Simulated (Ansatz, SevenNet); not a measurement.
For fcc Ir, the machine-learned potential SevenNet-0 (trained on PBE and PBE+U data) gives:

```
Item                         Result
-------------------------  --------
lattice parameter a         3.878 Å
elastic constant C11        370 GPa
elastic constant C44       85.9 GPa
polycrystal shear modulus  64.1 GPa
```

What does HSE06 in Ansatz (plane waves, PAW) give for the same quantities?


- lattice constant a: 3.825 Å (decreases by 1.4 %)
- elastic constant C11: 670 GPa (rises by 81 %)
- elastic constant C44: 280 GPa (goes up by 230 %)
- Voigt–Reuss–Hill shear modulus: 247 GPa (grows by 290 %)

For comparison: lattice constant a 3.831 Å (measured, static lattice: zero-point anharmonic expansion removed; as tabulated in Mejia-Rodriguez and Trickey (2018), arXiv:1807.09216); elastic constant C11 590 GPa (measured, temperature not stated, no zero-point or thermal correction; as tabulated in Mehl and Papaconstantopoulos (1996), arXiv:mtrl-th/9602003); elastic constant C44 262 GPa (measured, temperature not stated, no zero-point or thermal correction; as tabulated in Mehl and Papaconstantopoulos (1996), arXiv:mtrl-th/9602003).

Changes are worked out from the printed values.

Unless a cell is named, each level is at its own relaxed cell (SevenNet-0 14.58, HSE06 13.99 Å³/atom).

Levels without +SOC leave out spin–orbit coupling, which shifts energies and cells of such heavy elements.

Caveats: hybrids on metals are sensitive to the k mesh (HSE06); the run warned that the count of filled bands differs between k points (HSE06). Ansatz's density-functional and Hartree–Fock values are scalar-relativistic unless marked +SOC, with PAW data made under PBE.

Ansatz is an electronic-structure program.
